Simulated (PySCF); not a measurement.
Species: CH3NO.
Numbering: `[CH3:1][N:2]=[O:3]` (hydrogens: H4, H5, H6 on C1)

All values: wB97X-D/pcSseg-2 (PySCF, non-relativistic), on one gas-phase PBE0-D3(BJ)/def2-TZVP geometry that isn't relaxed in the solvent. The solvent is an IEF-PCM continuum (cavity from Bondi-type radii × 1.2). The model holds no explicit solvent molecules, cavitation or dispersion.

Gas phase at wB97X-D/pcSseg-2: HOMO -8.65 eV, LUMO -0.30 eV, dipole 2.51 D.

What does the continuum do to the energy, the frontier levels and the dipole at wB97X-D/pcSseg-2 in chloroform?

```csv
solvent,ε,E(solvent) − E(gas) (kcal/mol),polarisation term (kcal/mol),distortion of the solute (kcal/mol),HOMO (eV),LUMO (eV),dipole (D)
chloroform,4.711,-2.88,-3.27,0.39,-8.71,-0.32,3.00
```

The first energy column is the sum of the next two and covers electrostatics alone.

Which radius a makes the point-dipole formula ΔE = −[(ε − 1)/(2ε + 1)]·μ²/a³ give the value in chloroform, with the gas-phase dipole?

μ = 0.989 au and |ΔE| = 0.00459 Eh give a = 2.24 Å; the farthest nucleus lies 1.81 Å from the centroid of the nuclei. The formula assumes a rigid point dipole at the centre of a sphere.

wB97X-D is run here without its empirical dispersion term; that term would change no orbital, density or response property at a fixed geometry.
